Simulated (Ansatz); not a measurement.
System: HF, charge 0, singlet. HF (fluorane, SMILES F).
B3LYP-D3(BJ)/def2-TZVP minimum from Ansatz (a program for electronic structure):
```xyz
2

F      0.0000     0.0000    -0.0925
H      0.0000     0.0000     0.8321
```
Charge 0, spin multiplicity 1.

Hartree-Fock and MP2 correlation energies in hartree (Ansatz). Radicals and triplets start from unrestricted determinants; spin-orbit coupling is neglected. Cores are frozen in correlated methods. No relativity.

| basis | X | E(HF) | E(corr, MP2) |
|---|---|---|---|
| cc-pVTZ | 3 | -100.05760 | -0.27214 |
| cc-pVQZ | 4 | -100.06726 | -0.29788 |
| cc-pV5Z | 5 | -100.07000 | withheld |

Problem. Fit E(corr) = E∞ + A/X³ to X = 3 and 4, predict X = 5, and compare with the run.

Solution. A = (-0.27214 - (-0.29788))/(1/27 - 1/64) = 1.2021; E∞ = -0.29788 - A/64 = -0.31666; at X = 5, E∞ + A/125 = -0.30705. The run gave -0.30868, 1.63 mEh below the prediction. The same form on X = 4 and 5 gives E∞ = -0.32001, 3.35 mEh below the first estimate.
